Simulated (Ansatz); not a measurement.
# HNO3 (nitric acid): from total energies to a heat of formation

HNO3 has 5 atoms, charge 0, and is taken as a singlet. SMILES: `O=[N+]([O-])O`. The shape is that of a PBE0-D4/def2-TZVP optimisation. This is one conformer, not always the lowest.

```xyz
5

O     1.3179   -0.3158    0.7465
N     0.2531   -0.2797    0.2262
O    -0.5964   -1.1240    0.1414
O    -0.0441    0.9329   -0.3740
H    -0.9304    0.7865   -0.7402
```

Total energies at RPA@PBE/ANO-RCC-VTZP (sfX2C), 4 core orbitals frozen (Ansatz 0.2.0); the atoms run unrestricted:

```tsv
species	state	energy (Eh)
HNO3	singlet	-281.084733
O	triplet	-75.126762
N	quartet	-54.626175
H	doublet	-0.517739
```

Harmonic wavenumbers at PBE0-D4/def2-TZVP, in cm⁻¹: 505, 609, 691, 814, 956, 1343, 1401, 1821, 3763.

Measured heats of formation of the gaseous atoms at 298.15 K, in kJ/mol: O 249.2, N 472.4, H 218.0. Spin-orbit lowering of the atoms at 298 K (mean of the ground term's levels less their thermal mean, from spectra), in kJ/mol: O 0.40. Take 1 Eh = 2625.50 kJ/mol, 1 cm⁻¹ = 0.0119627 kJ/mol, RT = 2.479 kJ/mol.

Problem. What heat of formation follows?

Solution. 
1. Electronic atomisation energy: 3 × (-75.126762) + (-54.626175) + (-0.517739) − (-281.084733) = 0.560533 Eh = 1471.7 kJ/mol.
2. Zero-point energy: half the sum of the wavenumbers, 5951.5 cm⁻¹ = 71.2 kJ/mol.
3. Thermal vibrational enthalpy, Σ hcν̃/(exp(hcν̃/kT) − 1): 1.6 kJ/mol. Translation, rotation and pV of a non-linear molecule: 4 RT = 9.9 kJ/mol.
4. The 5 free atoms carry 5/2 RT each: 31.0 kJ/mol.
5. Spin-orbit coupling lowers the free atoms by 3 × 0.40 = 1.2 kJ/mol.
6. Atomisation enthalpy at 298 K: 1471.7 − 1.2 − 71.2 − 1.6 − 9.9 + 31.0 = 1418.8 kJ/mol.
7. Sum of the atoms' heats of formation: 1438.0 kJ/mol. Heat of formation: 1438.0 − 1418.8 = +19.2 kJ/mol.

The tabulated value is -134.2 kJ/mol (Active Thermochemical Tables), so this level is off by +153.4 kJ/mol, or 9.8 % of the atomisation enthalpy that the table implies (1572.3 kJ/mol). Anharmonicity and any spin-orbit splitting of the molecule are left out, and so is core correlation.
